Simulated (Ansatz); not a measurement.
Results of PBE-D3(BJ) (Ansatz, a first-principles code, PAW) for solid iodine.

Run with plane-wave cutoff 500 eV, 6×6×4 k mesh (along the axes of the cell as run), gaussian smearing 0.02 eV, scalar-relativistic PAW data made under PBE.

Computed at the level's own relaxed cell.

Question: Estimate the volume per atom, lattice constant a, lattice parameter b and c axis length that the calculation returns.

Answer: 
* **volume per atom**: 39.79 Å³/atom
* **lattice constant a**: 7.344 Å
* **lattice parameter b**: 4.487 Å
* **c axis length**: 9.661 Å

Spin–orbit coupling is not included.

The computed numbers hold no vibrational or temperature effects.
